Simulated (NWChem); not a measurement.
Molecule: sulfur dioxide (SO2); SMILES O=S=O

Program: NWChem. Pople sets run with spherical d functions. Structure relaxed at the PBE0/def2-SVP level.

Question: Taking B3LYP/aug-cc-pVTZ as the yardstick, which of these has the fewest basis functions while keeping “highest occupied level (eV)” within 0.05 eV of it: B3LYP/def2-SVP; B3LYP/def2-TZVP; B3LYP/6-31+G*; B3LYP/3-21G; B3LYP/STO-3G; B3LYP/def2-SVPD; B3LYP/6-311++G**; B3LYP/6-31G*?

Answer: B3LYP/6-31+G* (a larger set in the list lies outside the tolerance).
```csv
level,basis functions,highest occupied level (eV)
B3LYP/STO-3G,19,-3.40
B3LYP/3-21G,31,-8.22
B3LYP/6-31G*,46,-8.98
B3LYP/def2-SVP,46,-8.97
B3LYP/6-31+G*,58,-9.40
B3LYP/def2-SVPD,73,-9.48
B3LYP/6-311++G**,74,-9.46
B3LYP/def2-TZVP,99,-9.32
B3LYP/aug-cc-pVTZ,142,-9.40
```

The yardstick is one finite set, not the basis-set limit.
